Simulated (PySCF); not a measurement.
The first ionisation energy along the alkali metals

Calculated with PySCF 2.14 from differences of total energies of unrestricted determinants, without spin-orbit coupling. Values in eV. The last column holds reference values (NIST; (s) semi-empirical, (t) theoretical, else measured). Unmarked ones compare directly (S terms, centres of terms, or small fine structure); those marked * lie between the lowest fine-structure levels and include a spin-orbit shift.

| element | configurations | UHF | M06-2X | reference |
| --- | --- | --- | --- | --- |
| Li (x2c-TZVPall, spin-free X2C) | [He] 2s1 → 1s2 | 5.342 | 5.423 | 5.392 |
| K (x2c-TZVPall, spin-free X2C) | [Ar] 4s1 → [Ar] | 4.023 | 4.293 | 4.341 |
| Rb (x2c-TZVPall, spin-free X2C) | [Kr] 5s1 → [Kr] | 3.798 | 4.095 | 4.177 |

Q: Which of these methods has the smallest mean absolute error against the measured values here?

A: M06-2X, with 0.054 eV.

```json
{"method": "UHF", "elements": "3", "mean error (eV)": "-0.249", "mean absolute error (eV)": "0.249", "largest error (eV)": "-0.379"}
{"method": "M06-2X", "elements": "3", "mean error (eV)": "-0.033", "mean absolute error (eV)": "0.054", "largest error (eV)": "-0.082"}
```

Errors include the incompleteness of the basis and the frozen core.
